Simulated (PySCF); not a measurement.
Spin states of PO

Unrestricted PBE0; basis P def2-TZVPP, O def2-TZVPP; no relativity; PySCF 2.14. Outer shells of the fragments: P 3s2 3p3; O 2s2 2p4.

Followed along the bond (rough minima from three points):

```
2Ms+1  unpaired  ⟨S²⟩ at the start  R at minimum (Å)  Te (eV)
    2       π ↑               0.76              1.48     0.00
    4     π ↑↑↑               3.76              1.72     3.20
```

Solutions found at the starting distance of 1.665 Å, counted from the lowest of them; the search is not exhaustive and high or unbound solutions are not listed, so other states can lie among these:

```tsv
2Ms+1	unpaired	term	E (eV)	⟨S²⟩	⟨Lz²⟩	μ (D)
2	π ↑	²Π	0.00	0.76	1.01	-2.68
4	π ↑↑↑	⁴Π	2.40	3.76	1.00	-0.53
2	π ↑↑↓	mixed	2.80	1.77	3.04	-0.56
4	σ ↑, π ↑↑	⁴Σ⁻	3.22	3.76	0.00	-1.96
2	σ ↑, π ↑↓	mixed	3.89	1.77	2.03	-1.62
2	σ ↓, π ↑↑	mixed	3.90	1.77	0.00	-1.51
```

A term symbol is given only where ⟨S²⟩ and ⟨Lz²⟩ are close to those of a pure state; real π, δ and φ orbitals otherwise mix terms. A positive dipole means P(−)O(+).

Question: Compare the gap between the two lowest followed solutions at the starting distance with the gap between their minima.

Answer: At PBE0 the second solution (quartet, unpaired electrons π ↑↑↑) lies +2.40 eV from the first (doublet, unpaired electrons π ↑) at 1.665 Å and +3.20 eV at the minima; the two curves relax by different amounts, since their minima lie near 1.72 and 1.48 Å.

Counting both spins, an empty level lies below a filled one in some of these solutions, because spin and occupation are held.
